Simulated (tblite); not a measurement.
Species: C4H12N2.
Geometry (GFN2-xTB, Å), atoms numbered from 1 in this order:
```xyz
18
C4H12N2 angstrom
C      2.0694   -0.2810    0.6832
N      0.9083   -0.5052   -0.1508
C     -0.2665    0.2852    0.1880
C     -0.1717    1.7549   -0.2354
C     -1.4839   -0.3908   -0.4546
N     -1.6761   -1.6964    0.1527
H      2.4665    0.7436    0.6435
H      1.8037   -0.5066    1.7163
H      2.8571   -0.9657    0.3706
H      1.1483   -0.3540   -1.1270
H     -0.3884    0.2231    1.2745
H      0.6954    2.2285    0.2192
H     -0.0820    1.8292   -1.3185
H     -1.0600    2.2973    0.0766
H     -2.3812    0.2070   -0.2682
H     -1.3249   -0.4350   -1.5469
H     -0.7841   -2.1820    0.1488
H     -2.3386   -2.2462   -0.3836
```

Level: GFN2-xTB in tblite, geometry and Hessian alike; calculated harmonic values, unscaled, isolated species. The method is semi-empirical: single wavenumbers can be off by several per cent or more. One conformer, not necessarily the lowest.

Harmonic wavenumbers (cm⁻¹): 85.4, 113.0, 188.1, 197.5, 244.6, 271.1, 311.9, 377.6, 481.9, 487.7, 786.2, 868.8, 902.0, 937.7, 975.1, 1041.2, 1054.2, 1089.9, 1124.0, 1138.5, 1147.8, 1168.9, 1213.1, 1257.6, 1283.1, 1311.9, 1367.4, 1401.2, 1410.0, 1420.6, 1486.6, 1490.1, 1495.7, 1501.4, 1505.1, 1548.2, 2802.4, 2865.1, 2945.1, 2949.3, 3004.2, 3010.6, 3015.9, 3033.9, 3045.1, 3348.2, 3378.6, 3414.1.

A = 4522, B = 2600, C = 1814 MHz; mass 88.100 u (most abundant isotopes); point group C1, symmetry number 1.

Task: Zero-point energy?

Result: Half the sum of the wavenumbers: 35749 cm⁻¹ = 102.21 kcal/mol.

Task: What is S at 500 K and 1 bar for an ideal gas of classical rigid rotors and harmonic oscillators?

Result: Translation 41.94, rotation 28.65, vibration 35.81: S = 106.4 cal/(mol K).

Task: And Cp and H(500 K) − H(0)?

Result: Cp = 47.46 cal/(mol K), of which vibrations give 39.51 (their classical limit is 48 R = 95.4); H(500 K) − H(0) = 13.66 kcal/mol without the zero-point energy, 9.68 from vibrations.

Task: Which modes carry the vibrational entropy at 500 K?

Result: 85.4 cm⁻¹: 4.78; 113.0 cm⁻¹: 4.23; 188.1 cm⁻¹: 3.23; 197.5 cm⁻¹: 3.14; 244.6 cm⁻¹: 2.73; 271.1 cm⁻¹: 2.53 cal/(mol K); the other 42 give 15.18 together.

Task: What must be added to the electronic energy to get the Gibbs energy at 500 K and 1 bar?

Result: ZPE + [H(500 K) − H(0)] − T·S = 102.21 + 13.66 − 53.20 = 62.67 kcal/mol.

Task: Blend soft modes into free rotors: weight 1/[1 + (100 cm⁻¹/ν̃)⁴] for the oscillator and the rest for a rotor with moment μB/(μ + B), μ = h/(8π²ν), B = 10⁻⁴⁴ kg m². What vibrational entropy results?

Result: 34.55 cal/(mol K) in place of 35.81, which changes −T·S at 500 K by +0.63 kcal/mol.

Task: How do the functions run with temperature in this model?

Result: 
| T (K) | S (cal/(mol K)) | Cp (cal/(mol K)) | H − H(0) (kcal/mol) | G − H(0) (kcal/mol) | ln q(vib) |
| --- | --- | --- | --- | --- | --- |
| 50 | 53.4 | 10.7 | 0.44 | -2.23 | 0.14 |
| 100 | 62.4 | 15.8 | 1.10 | -5.14 | 0.76 |
| 298.15 | 86.5 | 30.8 | 5.72 | -20.05 | 4.39 |
| 373.15 | 94.1 | 37.2 | 8.27 | -26.82 | 5.82 |
| 750 | 128.8 | 62.8 | 27.57 | -69.00 | 13.15 |
| 1000 | 148.3 | 73.3 | 44.66 | -103.69 | 17.88 |

q(vib) and H(0) count from the zero-point level.

Hindered rotation and anharmonicity are outside this model. Other conformers, if any are populated, would add a mixing term that is left out. The structure is chiral; the term R ln 2 for an equal mix with its mirror image is left out.
